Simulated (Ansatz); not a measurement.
System: rock-salt BaTe. Method: G0W0@HSE06 (plane waves, hard PAW, contour deformation; Ansatz, an electronic-structure program).

The same calculation (at the measured cell, 43.004 Å³/atom) with different numerical settings; throughout: k mesh 2×2×2:

```tsv
run	response cutoff (eV)	empty bands	quasiparticle gap on the mesh (eV)	quasiparticle gap at Γ (eV)	rough time
1	100	359	2.619	4.208	3 core-min
2	150	659	2.701	4.277	8 core-min
3	200	1015	2.731	4.300	20 core-min
4	250	1418	2.746	4.312	30 core-min
5	300	1864	…	…	40 core-min
```

Question: Some entries are withheld; supply them.

Answer: 
- 5, quasiparticle gap on the mesh (eV): 2.756
- 5, quasiparticle gap at Γ (eV): 4.320

In the column quasiparticle gap on the mesh (eV) the first row differs from the last by -0.137 and the next to last by -0.010.

The last row is no converged limit: other settings stay fixed.

Spin–orbit coupling is not included.

Note: GW on a hybrid start was not checked against another program.
